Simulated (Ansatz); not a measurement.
# BHNSi: the cost of one run

The runs use Ansatz 0.2.0, Gaussian basis; def2-QZVPP, core rule «outside noble gas», up to 7 orbitals frozen.

To be run: UHF; ROHF; CCSD(T) on UHF.

2 further runs of the same task are left out: 2 set aside as unsound or not needed.

## 1. The geometry

The geometry is a PBE0/def2-TZVP stationary point (not a proven minimum).

4 atoms, charge 0, spin multiplicity 2.

Atoms are counted from 1 here; the program's logs count them from 0.

Bond lengths: N1–B2 1.246 Å, N1–H4 0.993 Å, B2–Si3 1.991 Å. Angles: B2–N1–H4 180.0°, N1–B2–Si3 180.0°.

As a file:

```
N     0.00000    0.00000    0.87230
B     0.00000    0.00000   -0.37340
Si    0.00000    0.00000   -2.36420
H     0.00000    0.00000    1.86530
```

## 2. UHF

Input file in.yaml:

```yaml
crystal:
  periodic: [false, false, false]
  atoms:
    - {symbol: N, position_ang: [0.000000, 0.000000, 0.872300]}
    - {symbol: B, position_ang: [0.000000, 0.000000, -0.373400]}
    - {symbol: Si, position_ang: [0.000000, 0.000000, -2.364200]}
    - {symbol: H, position_ang: [0.000000, 0.000000, 1.865300]}
basis:
  gaussian: {orbitals: "def2-QZVPP.json"}
magnetization: {spin_polarized: true, initial_magnetization: 1}
hamiltonian: {xc: hf}
output: {orbitals: {seedname: orbitals}}
```

The run is started by

```bash
$ ansatz run in.yaml --threads 1 --pin off --events-out ev --progress --plain --max-ram 2393MiB
```

Q: Estimate wall time and peak memory on 1 thread of Arm Neoverse V2, shared host.

About 39 s, with a peak of 0.49 GiB.
